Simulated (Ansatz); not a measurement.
System: diamond-structure Si. Method: r²SCAN-D4 (plane waves, PAW; Ansatz, a first-principles code).

Run with plane-wave cutoff 560 eV, 12×12×12 k mesh, Fermi–Dirac smearing 0.01 eV, scalar-relativistic PAW data made under PBE.

The cell is scaled about its equilibrium volume:

| V (Å³/atom) | P (GPa) | direct gap at Γ (eV) | smallest gap on the k mesh (eV) |
|---|---|---|---|
| 18.801 | 6.94 | 2.766 | 0.641 |
| 19.201 | 4.38 | 2.759 | 0.681 |
| 19.601 | 2.08 | 2.751 | 0.720 |
| 20.001 | 0.00 | 2.743 | 0.756 |
| 20.401 | -1.87 | 2.735 | 0.790 |
| 20.801 | -3.54 | 2.726 | 0.822 |
| 21.201 | -5.03 | 2.717 | 0.852 |

The fundamental gap (0.76 eV at the equilibrium volume, with added k points) lies elsewhere than Γ–Γ.
